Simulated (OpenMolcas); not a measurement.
**How methods differ on CHF2 (difluoromethyl radical)**

The species is CHF2 (4 atoms), meant as a doublet with charge 0. SMILES: `F[CH]F`. The shape is that of a PBE0-D4/def2-TZVP optimisation.

```xyz
4

F    -1.2082    0.2646   -0.1417
C     0.0386    0.0634    0.2444
F     0.4331   -1.1668   -0.0296
H     0.7365    0.8387   -0.0731
```

Quantity: the energy change with the F1–C2 bond stretched from 1.321 to 1.651 Å, in eV. The values are calculated.

```csv
level,kind,program,value (eV),less FCI/STO-3G,CPU time (all runs)
UHF/STO-3G,Hartree–Fock,OpenMolcas,1.54,+0.67,3.4 s
USVWN5/STO-3G,LDA,OpenMolcas,1.08,+0.21,8.3 s
UPBE/STO-3G,GGA,OpenMolcas,0.82,-0.05,11 s
U-r2SCAN/STO-3G,meta-GGA,OpenMolcas,0.96,+0.09,13 s
UPBE0/STO-3G,global hybrid,OpenMolcas,1.14,+0.27,10 s
"CASSCF(3,3)/STO-3G",multireference,OpenMolcas,0.63,-0.24,4.3 s
FCI/STO-3G,exact in the basis,OpenMolcas,0.87,0.00,3 min
```

FCI/STO-3G is exact within its basis and frozen core, so for wave-function methods in that basis the difference is their error; functionals converge differently with the basis, so for them it is only a difference. The first shape isn't each level's own minimum. The values span 0.63 to 1.54 eV. Spin contamination of the reference (⟨S²⟩ at least 0.1 too high) touches UHF/STO-3G. All rows use very small basis sets, so even the best lies far from the true value. Times are those of the runs behind each value, whatever else they computed, on shared processors of several kinds: orders of magnitude only.
